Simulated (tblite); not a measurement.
Species: C₅H₆F (doublet state).
Atom-mapped SMILES: `[CH3:1][C@:2]1([F:3])[C:4]=[CH:5][CH2:6]1` (hydrogens: H7, H8, H9 on C1; H10 on C5; H11, H12 on C6)
Bond orders are those of one Lewis drawing.

Computed with GFN2-xTB (tblite), gas phase: L-BFGS steps from a force-field or distance-geometry start until the largest atomic force falls under 0.01 eV/Å.

Step 66: E = -499.0986 eV
```
atom  x, y, z in Å  |  force x, y, z in eV/Å
C1     -1.5754   -0.0019   -0.0240   -0.078   0.036  -0.009
C2     -0.1786   -0.5483   -0.2196   -0.037   0.035  -0.046
F3     -0.1903   -1.5004   -1.2091   -0.013  -0.029  -0.025
C4      0.5939   -0.9287    1.0275   -0.014   0.054  -0.060
C5      1.5377   -0.0118    0.9140    0.005   0.031  -0.009
C6      0.9696    0.4919   -0.4016   -0.026  -0.010   0.003
H7     -1.9020    0.5528   -0.9064    0.088  -0.097   0.059
H8     -2.2675   -0.8268    0.1412    0.046   0.049   0.020
H9     -1.5868    0.6592    0.8396   -0.029  -0.035  -0.029
H10     2.3843    0.3054    1.4846    0.039  -0.006   0.016
H11     0.6241    1.5257   -0.4018    0.037  -0.013   0.042
H12     1.5924    0.2821   -1.2705   -0.018  -0.015   0.038
```

Step 67: E = -499.0999 eV
```
atom  x, y, z in Å  |  force x, y, z in eV/Å
C1     -1.5770   -0.0013   -0.0251   -0.068   0.039  -0.044
C2     -0.1791   -0.5441   -0.2213   -0.022   0.001  -0.050
F3     -0.1866   -1.4953   -1.2135   -0.030   0.004  -0.013
C4      0.5927   -0.9321    1.0234    0.002   0.069  -0.039
C5      1.5396   -0.0174    0.9139   -0.023   0.014   0.003
C6      0.9704    0.4955   -0.3970   -0.029  -0.009  -0.033
H7     -1.9153    0.5288   -0.9185    0.096  -0.086   0.072
H8     -2.2614   -0.8264    0.1645    0.022   0.025   0.025
H9     -1.5873    0.6794    0.8230   -0.018  -0.036  -0.029
H10     2.3875    0.2925    1.4856    0.051   0.002   0.020
H11     0.6258    1.5293   -0.3933    0.035  -0.002   0.054
H12     1.5920    0.2904   -1.2678   -0.015  -0.021   0.034
```

Step 68: E = -499.1013 eV
```
atom  x, y, z in Å  |  force x, y, z in eV/Å
C1     -1.5804   -0.0003   -0.0272   -0.031  -0.003  -0.033
C2     -0.1808   -0.5386   -0.2231    0.000  -0.021  -0.033
F3     -0.1851   -1.4896   -1.2165   -0.034   0.026  -0.011
C4      0.5906   -0.9324    1.0198   -0.013   0.030  -0.001
C5      1.5423   -0.0233    0.9138   -0.018   0.037   0.001
C6      0.9709    0.4990   -0.3927   -0.014   0.006  -0.048
H7     -1.9278    0.5026   -0.9308    0.077  -0.044   0.047
H8     -2.2546   -0.8268    0.1869   -0.002   0.012   0.024
H9     -1.5901    0.6980    0.8057   -0.014  -0.020  -0.026
H10     2.3943    0.2786    1.4850    0.031  -0.001   0.007
H11     0.6297    1.5336   -0.3829    0.028   0.005   0.059
H12     1.5923    0.2986   -1.2642   -0.012  -0.027   0.013
```

Step 69: E = -499.1021 eV
```
atom  x, y, z in Å  |  force x, y, z in eV/Å
C1     -1.5817    0.0002   -0.0277    0.013  -0.021  -0.017
C2     -0.1818   -0.5365   -0.2249    0.014  -0.025  -0.011
F3     -0.1882   -1.4846   -1.2216   -0.022   0.038   0.002
C4      0.5897   -0.9344    1.0165    0.000   0.020   0.012
C5      1.5431   -0.0262    0.9140   -0.026   0.029   0.003
C6      0.9704    0.5010   -0.3902    0.001   0.011  -0.041
H7     -1.9315    0.4833   -0.9393    0.040  -0.004   0.024
H8     -2.2494   -0.8258    0.2034   -0.032  -0.013   0.023
H9     -1.5915    0.7105    0.7947   -0.006  -0.009  -0.032
H10     2.3972    0.2723    1.4850    0.007  -0.007  -0.003
H11     0.6321    1.5361   -0.3753    0.017   0.011   0.053
H12     1.5929    0.3034   -1.2607   -0.006  -0.029  -0.012
```

Q: Estimate the geometry and energy of step 70. (The exact step hangs on the optimiser's Hessian estimate; all steps are aligned on step 69, rigid shifts and turns removed.)

A: E = -499.1026 eV, largest force 0.049 eV/Å
```
atom  x, y, z in Å  |  force x, y, z in eV/Å
C1     -1.5827   -0.0001   -0.0288    0.021  -0.042   0.013
C2     -0.1823   -0.5350   -0.2254    0.014  -0.011   0.006
F3     -0.1901   -1.4803   -1.2241   -0.007   0.018  -0.007
C4      0.5889   -0.9343    1.0157   -0.007  -0.003   0.016
C5      1.5438   -0.0279    0.9142   -0.008   0.038  -0.001
C6      0.9701    0.5024   -0.3889    0.013   0.014  -0.019
H7     -1.9336    0.4707   -0.9451    0.016   0.016   0.007
H8     -2.2473   -0.8258    0.2138   -0.027  -0.002   0.013
H9     -1.5921    0.7182    0.7865   -0.009  -0.001  -0.032
H10     2.4003    0.2670    1.4847   -0.015  -0.009  -0.015
H11     0.6339    1.5380   -0.3692    0.010   0.011   0.044
H12     1.5922    0.3065   -1.2596   -0.001  -0.029  -0.025
```

The energy changes by -0.0004 eV. The first-order estimate −F·Δx gives -0.0006 eV and the mean of the old and new forces, exact on a quadratic surface, -0.0004 eV. The step makes an angle of 79° with the force vector and moves no atom by more than 0.014 Å.

What follows is the cost of the whole relaxation. On one thread of an AMD EPYC (shared host), this took 0.34 s.
